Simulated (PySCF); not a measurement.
An unknown shows these calculated signals:

¹H NMR (400 MHz, computed): δ 7.39 (dtd, J = 17.9, 11.6, 1.3 Hz, 1H), 6.95 (ddt, J = 12.4, 11.6, 1.1 Hz, 1H), 6.02 (dt, J = 11.6, 1.4 Hz, 1H), 5.97 (dt, J = 17.9, 1.0 Hz, 1H), 5.30 (dq, J = 12.4, 1.3 Hz, 1H).

¹³C{¹H} NMR (computed): δ 158.7 (CH), 142.7 (CH), 135.0 (CH2), 121.1 (C), 104.9 (CH).

PySCF 2.14 calculation with NMR shieldings at PBE0/pcSseg-1/GIAO, J: B3LYP/pcJ-1 (spin–dipole term only in couplings to heteroatoms) and GFN2-xTB structure; non-relativistic, a single conformation, gas phase.

Referencing at the same level of theory: ¹H and ¹³C against TMS.

**Question.** Which of these does the molecule contain: a three-membered ring, an amide, a vinyl group CH=CH2, a non-aromatic C=C double bond, a nitrile, a benzene ring?

**Answer.** 
- A three-membered ring: no.
- An amide: no.
- A vinyl group CH=CH2: yes (δC 135.0, 142.7; δH 6.02 (dt), 5.97 (dt), 7.39 (dtd)).
- A non-aromatic C=C double bond: yes.
- A nitrile: yes (δC 121.1).
- A benzene ring: no.

The data belong to SMILES C=C/C=C\C#N, C₅H₅N; they needn't prove each group on their own.

Carbon signals by region: 5 in the sp2 and nitrile region (100–160 ppm).

Splittings below 1 Hz are ignored in the labels, and close J values are merged. Unscaled 3J(H,H) at this level run about 10 % above measured values. Shifts are as computed. Against solution values, carbons near 30 ppm lie about +3 ppm off and those near 130 ppm about +5 ppm. Of 1211 compounds with measured shifts, 218 miss one by over three times the rms of a fit or turn the order of signals round; such compounds aren't used in these exercises.
